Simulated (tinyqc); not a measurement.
UKS/LDA (PW92) in the sto-3g basis, for CH2, spin multiplicity 3, step by step (part 1 of 2). Computed by tinyqc, a small Python program that keeps every step (integrals from PySCF). Settings: charge = 0, multiplicity = 3, basis = sto-3g, energy threshold = 1e-10, iteration cap = 52, orthogonalisation = symmetric, start = atomic densities, DIIS depth = 0, method = UKS, functional = lda,pw, grid = [10, 86]. Command: `OMP_NUM_THREADS=1 python tinyqc.py 21527 21528 out.jsonl` (the two numbers bound the seeds that draw the settings). One thread of a shared host (Intel(R) Xeon(R) Processor @ 2.60GHz), about 2 s of CPU time with the checks. Later iterations appear only in the table of the cycle.

## One-electron integrals

Geometry (angstrom):
```
atom         x          y         z
C     0.000000   0.000000  0.000000
H     0.000000   1.167000  0.908000
H     0.000000  -1.184000  0.922000
```

Basis sto-3g: exponents (1/bohr^2) and contraction coefficients of normalised primitives:
```
element  l (shell)   exponent  coefficient
C            s (1)  71.616837     0.154329
C            s (1)  13.045096     0.535328
C            s (1)   3.530512     0.444635
C            s (2)   2.941249    -0.099967
C            s (2)   0.683483     0.399513
C            s (2)   0.222290     0.700115
C            p (3)   2.941249     0.155916
C            p (3)   0.683483     0.607684
C            p (3)   0.222290     0.391957
H            s (1)   3.425251     0.154329
H            s (1)   0.623914     0.535328
H            s (1)   0.168855     0.444635
```

Overlap, kinetic and nuclear-attraction integrals over the contracted functions; the nuclear repulsion is the sum of Za Zb / Rab.

nuclear repulsion = 4.48817653 hartree

overlap S, order 1C 1s, 1C 2s, 1C 2px, 1C 2py, 1C 2pz, 2H 1s, 3H 1s:
$$\begin{pmatrix}
1.000000 & 0.248362 & 0.000000 & 0.000000 & 0.000000 & 0.025685 & 0.024467 \\
0.248362 & 1.000000 & 0.000000 & 0.000000 & 0.000000 & 0.294768 & 0.285523 \\
0.000000 & 0.000000 & 1.000000 & 0.000000 & 0.000000 & 0.000000 & 0.000000 \\
0.000000 & 0.000000 & 0.000000 & 1.000000 & 0.000000 & 0.252976 & -0.246473 \\
0.000000 & 0.000000 & 0.000000 & 0.000000 & 1.000000 & 0.196831 & 0.191933 \\
0.025685 & 0.294768 & 0.000000 & 0.252976 & 0.196831 & 1.000000 & 0.065136 \\
0.024467 & 0.285523 & 0.000000 & -0.246473 & 0.191933 & 0.065136 & 1.000000
\end{pmatrix}$$

kinetic energy T (hartree), order 1C 1s, 1C 2s, 1C 2px, 1C 2py, 1C 2pz, 2H 1s, 3H 1s:
$$\begin{pmatrix}
15.891122 & -0.085890 & 0.000000 & 0.000000 & 0.000000 & -0.007732 & -0.007307 \\
-0.085890 & 0.472250 & 0.000000 & 0.000000 & 0.000000 & 0.020372 & 0.017510 \\
0.000000 & 0.000000 & 1.477728 & 0.000000 & 0.000000 & 0.000000 & 0.000000 \\
0.000000 & 0.000000 & 0.000000 & 1.477728 & 0.000000 & 0.068527 & -0.063700 \\
0.000000 & 0.000000 & 0.000000 & 0.000000 & 1.477728 & 0.053318 & 0.049605 \\
-0.007732 & 0.020372 & 0.000000 & 0.068527 & 0.053318 & 0.760032 & -0.011334 \\
-0.007307 & 0.017510 & 0.000000 & -0.063700 & 0.049605 & -0.011334 & 0.760032
\end{pmatrix}$$

nuclear attraction V (hartree), order 1C 1s, 1C 2s, 1C 2px, 1C 2py, 1C 2pz, 2H 1s, 3H 1s:
$$\begin{pmatrix}
-34.363257 & -4.368694 & 0.000000 & -0.000214 & -0.011141 & -0.458137 & -0.436474 \\
-4.368694 & -5.897461 & 0.000000 & -0.002224 & -0.126720 & -1.338552 & -1.288571 \\
0.000000 & 0.000000 & -5.813370 & 0.000000 & 0.000000 & 0.000000 & 0.000000 \\
-0.000214 & -0.002224 & 0.000000 & -5.891828 & -0.001146 & -1.041097 & 1.006477 \\
-0.011141 & -0.126720 & 0.000000 & -0.001146 & -5.860906 & -0.830626 & -0.803985 \\
-0.458137 & -1.338552 & 0.000000 & -1.041097 & -0.830626 & -3.589454 & -0.249677 \\
-0.436474 & -1.288571 & 0.000000 & 1.006477 & -0.803985 & -0.249677 & -3.558939
\end{pmatrix}$$

core Hamiltonian H = T + V (hartree), order 1C 1s, 1C 2s, 1C 2px, 1C 2py, 1C 2pz, 2H 1s, 3H 1s:
$$\begin{pmatrix}
-18.472135 & -4.454584 & 0.000000 & -0.000214 & -0.011141 & -0.465869 & -0.443781 \\
-4.454584 & -5.425211 & 0.000000 & -0.002224 & -0.126720 & -1.318180 & -1.271061 \\
0.000000 & 0.000000 & -4.335642 & 0.000000 & 0.000000 & 0.000000 & 0.000000 \\
-0.000214 & -0.002224 & 0.000000 & -4.414100 & -0.001146 & -0.972570 & 0.942776 \\
-0.011141 & -0.126720 & 0.000000 & -0.001146 & -4.383178 & -0.777308 & -0.754380 \\
-0.465869 & -1.318180 & 0.000000 & -0.972570 & -0.777308 & -2.829423 & -0.261012 \\
-0.443781 & -1.271061 & 0.000000 & 0.942776 & -0.754380 & -0.261012 & -2.798907
\end{pmatrix}$$

## Two-electron integrals

Functions are numbered as in S; the eight-fold symmetry (ij|kl) = (ji|kl) = (kl|ij) leaves the list below.

Two-electron integrals (ij|kl) in chemists' order, unique and non-zero (hartree):
```
(11|11) 3.541948    (21|11) 0.576921    (21|21) 0.111888    (22|11) 0.854682
(22|21) 0.205284    (22|22) 0.624709    (31|31) 0.020296    (32|31) 0.030858
(32|32) 0.137996    (33|11) 0.852436    (33|21) 0.205335    (33|22) 0.624568
(33|33) 0.672833    (41|41) 0.020296    (42|41) 0.030858    (42|42) 0.137996
(43|43) 0.036269    (44|11) 0.852436    (44|21) 0.205335    (44|22) 0.624568
(44|33) 0.600295    (44|44) 0.672833    (51|51) 0.020296    (52|51) 0.030858
(52|52) 0.137996    (53|53) 0.036269    (54|54) 0.036269    (55|11) 0.852436
(55|21) 0.205335    (55|22) 0.624568    (55|33) 0.600295    (55|44) 0.600295
(55|55) 0.672833    (61|11) 0.059876    (61|21) 0.011550    (61|22) 0.021186
(61|33) 0.021123    (61|41) 0.000522    (61|42) 0.000988    (61|44) 0.021245
(61|51) 0.000406    (61|52) 0.000769    (61|54) 0.000095    (61|55) 0.021197
(61|61) 0.001216    (62|11) 0.174726    (62|21) 0.042682    (62|22) 0.147253
(62|33) 0.143502    (62|41) 0.003152    (62|42) 0.023813    (62|44) 0.150417
(62|51) 0.002452    (62|52) 0.018528    (62|54) 0.005381    (62|55) 0.147688
(62|61) 0.004594    (62|62) 0.050103    (63|31) 0.003904    (63|32) 0.021835
(63|43) 0.004385    (63|53) 0.003412    (63|63) 0.005400    (64|11) 0.128609
(64|21) 0.031778    (64|22) 0.116230    (64|33) 0.110625    (64|41) 0.005868
(64|42) 0.038702    (64|44) 0.124322    (64|51) 0.001529    (64|52) 0.013124
(64|54) 0.007245    (64|55) 0.113607    (64|61) 0.003540    (64|62) 0.046781
(64|64) 0.048283    (65|11) 0.100066    (65|21) 0.024725    (65|22) 0.090435
(65|33) 0.086074    (65|41) 0.001529    (65|42) 0.013124    (65|44) 0.089906
(65|51) 0.005093    (65|52) 0.032046    (65|54) 0.007367    (65|55) 0.095218
(65|61) 0.002755    (65|62) 0.036398    (65|64) 0.033365    (65|65) 0.031360
(66|11) 0.356174    (66|21) 0.088379    (66|22) 0.348565    (66|33) 0.332132
(66|41) 0.006976    (66|42) 0.073498    (66|44) 0.362533    (66|51) 0.005427
(66|52) 0.057186    (66|54) 0.023654    (66|55) 0.350536    (66|61) 0.009566
(66|62) 0.162335    (66|64) 0.166295    (66|65) 0.129388    (66|66) 0.774606
(71|11) 0.057044    (71|21) 0.011003    (71|22) 0.020181    (71|33) 0.020122
(71|41) -0.000496   (71|42) -0.000939   (71|44) 0.020237    (71|51) 0.000386
(71|52) 0.000731    (71|54) -0.000089   (71|55) 0.020192    (71|61) 0.001131
(71|62) 0.004156    (71|64) 0.002978    (71|65) 0.002501    (71|66) 0.008604
(71|71) 0.001103    (72|11) 0.168120    (72|21) 0.041075    (72|22) 0.141931
(72|33) 0.138312    (72|41) -0.003028   (72|42) -0.022985   (72|44) 0.144979
(72|51) 0.002358    (72|52) 0.017899    (72|54) -0.005191   (72|55) 0.142355
(72|61) 0.004199    (72|62) 0.033248    (72|64) 0.022839    (72|65) 0.023612
(72|66) 0.082140    (72|71) 0.004211    (72|72) 0.046836    (73|31) 0.003735
(73|32) 0.020952    (73|43) -0.004221   (73|53) 0.003287    (73|63) 0.003309
(73|73) 0.005011    (74|11) -0.124354   (74|21) -0.030729   (74|22) -0.112563
(74|33) -0.107159   (74|41) 0.005624    (74|42) 0.037262    (74|44) -0.120356
(74|51) -0.001471   (74|52) -0.012700   (74|54) 0.006990    (74|55) -0.110043
(74|61) -0.003024   (74|62) -0.022991   (74|64) -0.013177   (74|65) -0.016083
(74|66) -0.055061   (74|71) -0.003259   (74|72) -0.043924   (74|74) 0.045453
(75|11) 0.096836    (75|21) 0.023929    (75|22) 0.087655    (75|33) 0.083446
(75|41) -0.001471   (75|42) -0.012700   (75|44) 0.087150    (75|51) 0.004880
(75|52) 0.030843    (75|54) -0.007105   (75|55) 0.092266    (75|61) 0.002541
(75|62) 0.023709    (75|64) 0.016060    (75|65) 0.019793    (75|66) 0.061564
(75|71) 0.002537    (75|72) 0.034204    (75|74) -0.031493   (75|75) 0.029535
(76|11) 0.030913    (76|21) 0.007610    (76|22) 0.027990    (76|33) 0.027100
(76|41) -2.26e-06   (76|42) -0.000028   (76|44) 0.027729    (76|51) 0.000679
(76|52) 0.005838    (76|54) -0.000007   (76|55) 0.029109    (76|61) 0.000805
(76|62) 0.008848    (76|64) 0.007216    (76|65) 0.007061    (76|66) 0.027846
(76|71) 0.000767    (76|72) 0.008588    (76|74) -0.007055   (76|75) 0.006883
(76|76) 0.002081    (77|11) 0.351099    (77|21) 0.087126    (77|22) 0.344117
(77|33) 0.328092    (77|41) -0.006790   (77|42) -0.071973   (77|44) 0.357720
(77|51) 0.005288    (77|52) 0.056046    (77|54) -0.023072   (77|55) 0.346058
(77|61) 0.008905    (77|62) 0.084172    (77|64) 0.056139    (77|65) 0.062775
(77|66) 0.224886    (77|71) 0.008977    (77|72) 0.156174    (77|74) -0.160671
(77|75) 0.125117    (77|76) 0.027846    (77|77) 0.774606
```

## Orthogonalisation

S = U s U^T; symmetric (Loewdin) form X = U s^(-1/2) U^T, so that X^T S X = 1.

eigenvalues of S: [0.500475, 0.613051, 0.865093, 1.000000, 1.119339, 1.321967, 1.580075]

X, order 1C 1s, 1C 2s, 1C 2px, 1C 2py, 1C 2pz, 2H 1s, 3H 1s:
$$\begin{pmatrix}
1.025619 & -0.138960 & 0.000000 & -0.000232 & -0.006314 & 0.018122 & 0.017604 \\
-0.138960 & 1.101118 & 0.000000 & 0.002177 & 0.050031 & -0.170452 & -0.163683 \\
0.000000 & 0.000000 & 1.000000 & 0.000000 & 0.000000 & 0.000000 & 0.000000 \\
-0.000232 & 0.002177 & 0.000000 & 1.054882 & 0.001280 & -0.145975 & 0.141179 \\
-0.006314 & 0.050031 & 0.000000 & 0.001280 & 1.032559 & -0.111075 & -0.107370 \\
0.018122 & -0.170452 & 0.000000 & -0.145975 & -0.111075 & 1.083762 & -0.011269 \\
0.017604 & -0.163683 & 0.000000 & 0.141179 & -0.107370 & -0.011269 & 1.078398
\end{pmatrix}$$

## Starting guess

The start is atomic minimal-basis densities projected into this basis (PySCF's MINAO start) and scaled to the electron count of each spin; this density is not idempotent, so its energy is not variational and may lie below the converged one.

D(alpha) at the start, order 1C 1s, 1C 2s, 1C 2px, 1C 2py, 1C 2pz, 2H 1s, 3H 1s:
$$\begin{pmatrix}
1.339701 & -0.323612 & 0.000000 & 0.000135 & 0.005763 & -0.012516 & -0.012413 \\
-0.323612 & 1.309612 & 0.000000 & -0.000471 & -0.021302 & 0.051495 & 0.051113 \\
0.000000 & 0.000000 & 0.411572 & 0.000000 & 0.000000 & 0.000000 & 0.000000 \\
0.000135 & -0.000471 & 0.000000 & 0.387022 & -0.000299 & 0.032389 & -0.032531 \\
0.005763 & -0.021302 & 0.000000 & -0.000299 & 0.396685 & 0.021354 & 0.021410 \\
-0.012516 & 0.051495 & 0.000000 & 0.032389 & 0.021354 & 0.602799 & 0.020068 \\
-0.012413 & 0.051113 & 0.000000 & -0.032531 & 0.021410 & 0.020068 & 0.603398
\end{pmatrix}$$

D(beta) at the start, order 1C 1s, 1C 2s, 1C 2px, 1C 2py, 1C 2pz, 2H 1s, 3H 1s:
$$\begin{pmatrix}
0.803820 & -0.194167 & 0.000000 & 0.000081 & 0.003458 & -0.007510 & -0.007448 \\
-0.194167 & 0.785767 & 0.000000 & -0.000282 & -0.012781 & 0.030897 & 0.030668 \\
0.000000 & 0.000000 & 0.246943 & 0.000000 & 0.000000 & 0.000000 & 0.000000 \\
0.000081 & -0.000282 & 0.000000 & 0.232213 & -0.000179 & 0.019433 & -0.019519 \\
0.003458 & -0.012781 & 0.000000 & -0.000179 & 0.238011 & 0.012813 & 0.012846 \\
-0.007510 & 0.030897 & 0.000000 & 0.019433 & 0.012813 & 0.361679 & 0.012041 \\
-0.007448 & 0.030668 & 0.000000 & -0.019519 & 0.012846 & 0.012041 & 0.362039
\end{pmatrix}$$

## Iteration 1: exchange-correlation on the grid

Becke grid with 10 radial and 86 angular points per atom, points of zero weight dropped. rho = sum D_ij phi_i phi_j; V_xc,ij = sum w v_xc phi_i phi_j; v_xc is d(rho eps)/d rho(s) for spin s.

The 16 grid points with the largest w rho, of 2579 (bohr, atomic units):
```
x                  y          z         w  rho(alpha)  rho(beta)     eps_xc  v_xc(alpha)
0.840214    0.840214  -0.840214  0.248663    0.059135   0.035481  -0.392957    -0.535356
-0.840214   0.840214  -0.840214  0.248663    0.059135   0.035481  -0.392957    -0.535356
-0.840214  -0.840214  -0.840214  0.248675    0.059119   0.035472  -0.392924    -0.535310
0.840214   -0.840214  -0.840214  0.248675    0.059119   0.035472  -0.392924    -0.535310
1.010489    0.275143  -1.010489  0.247370    0.059360   0.035616  -0.393415    -0.535992
-1.010489   0.275143  -1.010489  0.247370    0.059360   0.035616  -0.393415    -0.535992
-1.010489  -0.275143  -1.010489  0.247371    0.059356   0.035613  -0.393406    -0.535980
1.010489   -0.275143  -1.010489  0.247371    0.059356   0.035613  -0.393406    -0.535980
-1.010489  -0.275143   1.010489  0.244067    0.059927   0.035956  -0.394568    -0.537594
1.010489   -0.275143   1.010489  0.244067    0.059927   0.035956  -0.394568    -0.537594
1.010489    0.275143   1.010489  0.243689    0.060004   0.036002  -0.394723    -0.537809
-1.010489   0.275143   1.010489  0.243689    0.060004   0.036002  -0.394723    -0.537809
-0.544633   0.000000   1.349538  0.241307    0.060576   0.036345  -0.395877    -0.539411
0.544633    0.000000   1.349538  0.241307    0.060576   0.036345  -0.395877    -0.539411
1.349538    0.000000  -0.544633  0.246030    0.059400   0.035640  -0.393497    -0.536106
-1.349538   0.000000  -0.544633  0.246030    0.059400   0.035640  -0.393497    -0.536106
```

electrons on the grid, sum of w rho = 7.982489

E_xc = sum of w rho eps_xc = -5.63084694 hartree

V_xc(alpha) (hartree), order 1C 1s, 1C 2s, 1C 2px, 1C 2py, 1C 2pz, 2H 1s, 3H 1s:
$$\begin{pmatrix}
-2.271442 & -0.339898 & 0.000000 & -0.000012 & 0.000047 & -0.035464 & -0.033785 \\
-0.339898 & -0.576448 & 0.000000 & -0.000331 & -0.011508 & -0.141191 & -0.135848 \\
0.000000 & 0.000000 & -0.568104 & 0.000000 & 0.000000 & 0.000000 & 0.000000 \\
-0.000012 & -0.000331 & 0.000000 & -0.583475 & -0.000207 & -0.116008 & 0.111997 \\
0.000047 & -0.011508 & 0.000000 & -0.000207 & -0.577373 & -0.091867 & -0.088827 \\
-0.035464 & -0.141191 & 0.000000 & -0.116008 & -0.091867 & -0.452520 & -0.025993 \\
-0.033785 & -0.135848 & 0.000000 & 0.111997 & -0.088827 & -0.025993 & -0.451143
\end{pmatrix}$$

V_xc(beta) (hartree), order 1C 1s, 1C 2s, 1C 2px, 1C 2py, 1C 2pz, 2H 1s, 3H 1s:
$$\begin{pmatrix}
-1.957225 & -0.295602 & 0.000000 & -0.000011 & 0.000040 & -0.030833 & -0.029374 \\
-0.295602 & -0.512706 & 0.000000 & -0.000287 & -0.010063 & -0.126301 & -0.121545 \\
0.000000 & 0.000000 & -0.505503 & 0.000000 & 0.000000 & 0.000000 & 0.000000 \\
-0.000011 & -0.000287 & 0.000000 & -0.518942 & -0.000179 & -0.103942 & 0.100374 \\
0.000040 & -0.010063 & 0.000000 & -0.000179 & -0.513606 & -0.082281 & -0.079578 \\
-0.030833 & -0.126301 & 0.000000 & -0.103942 & -0.082281 & -0.405505 & -0.023380 \\
-0.029374 & -0.121545 & 0.000000 & 0.100374 & -0.079578 & -0.023380 & -0.404315
\end{pmatrix}$$

## Iteration 1: building the Kohn-Sham matrix

J_ij = sum D_kl (ij|kl) with D = D(alpha) + D(beta); F = H + J + V_xc; E = tr D H + tr D J / 2 + E_xc + E_nn.

Coulomb J (hartree), order 1C 1s, 1C 2s, 1C 2px, 1C 2py, 1C 2pz, 2H 1s, 3H 1s:
$$\begin{pmatrix}
11.191767 & 2.136132 & 0.000000 & 0.000184 & 0.010406 & 0.221518 & 0.211018 \\
2.136132 & 4.874882 & 0.000000 & 0.001527 & 0.113708 & 1.182098 & 1.139553 \\
0.000000 & 0.000000 & 4.836755 & 0.000000 & 0.000000 & 0.000000 & 0.000000 \\
0.000184 & 0.001527 & 0.000000 & 4.897401 & 0.000581 & 0.943316 & -0.913508 \\
0.010406 & 0.113708 & 0.000000 & 0.000581 & 4.873436 & 0.753188 & 0.730181 \\
0.221518 & 1.182098 & 0.000000 & 0.943316 & 0.753188 & 3.105561 & 0.229248 \\
0.211018 & 1.139553 & 0.000000 & -0.913508 & 0.730181 & 0.229248 & 3.077658
\end{pmatrix}$$

F(alpha) (hartree), order 1C 1s, 1C 2s, 1C 2px, 1C 2py, 1C 2pz, 2H 1s, 3H 1s:
$$\begin{pmatrix}
-9.551810 & -2.658351 & 0.000000 & -0.000043 & -0.000688 & -0.279814 & -0.266548 \\
-2.658351 & -1.126777 & 0.000000 & -0.001028 & -0.024520 & -0.277272 & -0.267356 \\
0.000000 & 0.000000 & -0.066991 & 0.000000 & 0.000000 & 0.000000 & 0.000000 \\
-0.000043 & -0.001028 & 0.000000 & -0.100175 & -0.000772 & -0.145262 & 0.141265 \\
-0.000688 & -0.024520 & 0.000000 & -0.000772 & -0.087116 & -0.115987 & -0.113027 \\
-0.279814 & -0.277272 & 0.000000 & -0.145262 & -0.115987 & -0.176382 & -0.057757 \\
-0.266548 & -0.267356 & 0.000000 & 0.141265 & -0.113027 & -0.057757 & -0.172392
\end{pmatrix}$$

F(beta) (hartree), order 1C 1s, 1C 2s, 1C 2px, 1C 2py, 1C 2pz, 2H 1s, 3H 1s:
$$\begin{pmatrix}
-9.237593 & -2.614055 & 0.000000 & -0.000041 & -0.000695 & -0.275184 & -0.262137 \\
-2.614055 & -1.063035 & 0.000000 & -0.000984 & -0.023075 & -0.262382 & -0.253053 \\
0.000000 & 0.000000 & -0.004389 & 0.000000 & 0.000000 & 0.000000 & 0.000000 \\
-0.000041 & -0.000984 & 0.000000 & -0.035641 & -0.000744 & -0.133196 & 0.129643 \\
-0.000695 & -0.023075 & 0.000000 & -0.000744 & -0.023348 & -0.106401 & -0.103778 \\
-0.275184 & -0.262382 & 0.000000 & -0.133196 & -0.106401 & -0.129367 & -0.055143 \\
-0.262137 & -0.253053 & 0.000000 & 0.129643 & -0.103778 & -0.055143 & -0.125565
\end{pmatrix}$$

total energy of this density = -38.02774837 hartree

This density is the starting one; it is not idempotent, so its energy is not variational and may lie below the converged one.
